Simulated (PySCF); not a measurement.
**Gas-phase XPS of `CCC(C)=C=S`, computed**

C5H8S.
Cartesian coordinates in Å at the GFN2-xTB level; atoms count from 1:
```
atom  x, y, z in Å
C1     1.5808   -0.3551    0.7109
C2     0.6723   -0.5902   -0.4948
C3    -0.5336    0.3243   -0.4720
C4    -1.6930   -0.0748    0.4013
C5    -0.5428    1.4277   -1.1578
S6    -0.5387    2.7474   -1.9953
H7     1.0475   -0.5326    1.6415
H8     2.4332   -1.0295    0.6709
H9     1.9489    0.6681    0.7136
H10    1.2413   -0.4204   -1.4104
H11    0.3212   -1.6245   -0.4940
H12   -2.0668   -1.0519    0.0963
H13   -1.3721   -0.1392    1.4401
H14   -2.4988    0.6502    0.3275
```

Method used: delta-SCF UKS SCAN, pcX-2 on the ionised atom, pcseg-1 elsewhere, spin-free X2C in PySCF. These are vertical core ionisation energies against the vacuum level, from separate self-consistent calculations with and without the core hole.

Question: Give the core binding energies atom by atom.

Answer: 
| atom(s) | bonded to | level | binding energy (eV) | above the level's lowest (eV) | count |
| --- | --- | --- | --- | --- | --- |
| C3 | C (double bond) and 2 C | C 1s | 290.26 | 0.00 | 1 |
| C1 | C and 3 H | C 1s | 290.55 | +0.29 | 1 |
| C2 | 2 C and 2 H | C 1s | 290.88 | +0.62 | 1 |
| C4 | C and 3 H | C 1s | 290.92 | +0.66 | 1 |
| C5 | S (double bond) and C (double bond) | C 1s | 291.36 | +1.10 | 1 |
| S6 | C (double bond) | S 1s | 2476.99 | 0.00 | 1 |

The listed C 1s values span 1.10 eV, from C3 (bonded to C (double bond) and 2 C) to C5 (bonded to S (double bond) and C (double bond)). The widest gap between neighbouring values is 0.44 eV, between 290.92 and 291.36 eV. Summing the Pauling electronegativity differences to the bonded atoms, each weighted by its formal bond order, gives 0.00 for the lowest site and +0.06 for the highest; no listed site has a larger sum than the highest. The smallest sum, -1.05, belongs to C1, 0.29 eV above the lowest. The values 290.88 and 290.92 eV lie too close for their order to be trusted.

Question: Which photon wavelength matches the S 1s of S6 threshold?

Answer: λ = hc/E = 12398.42 eV Å / 2476.99 eV = 5.005 Å.

Not every level is listed. Spin contamination (⟨S²⟩ against 0.75 for a pure doublet) is marked for C 1s of C5 (0.96), which makes this value less certain. Geometry: GFN2-xTB, one conformer, isolated molecule.

On one thread, Intel Xeon Platinum 8488C (x86_64), shared host, this took 97 s of wall time and 0.64 GiB of memory at its peak.
